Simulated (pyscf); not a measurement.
Structures and frequencies: ωB97X-D3(BJ)/def2-SVP in PySCF.

**Question.** For the elementary gas-phase step HF + H₂N–Ge(F)(F)–F → F–Ge(F)(F)–F + NH₃ (singlet surface; F–H, Ge–N broken, F–Ge, H–N formed), what barrier and reaction energy does ωB97M-D3(BJ)/def2-TZVP give, measured from the separated reactants?

**Answer.** ΔE‡ = 12.6 kJ/mol, ΔE = -28.2 kJ/mol. Zero-point energy shifts the barrier by +5.5 kJ/mol. It is a four-centre exchange, with an imaginary mode of 737i cm⁻¹. On the reactant side the descent ends in a complex, 22.6 kJ/mol under the separated species and 34.1 kJ/mol under the saddle at ωB97X-D3(BJ)/def2-TZVP. On the product side the descent ends in an adduct with a Ge–N contact, 87.3 kJ/mol under the separated species and 124.1 kJ/mol under the saddle at ωB97X-D3(BJ)/def2-TZVP. What is counted as broken (Ge–N) persists as a longer contact in the product adduct; parting that adduct is a step of its own. This is the saddle that the search found; another between the same sides may lie lower. Elements up to Kr have no core potential and no relativistic terms here.
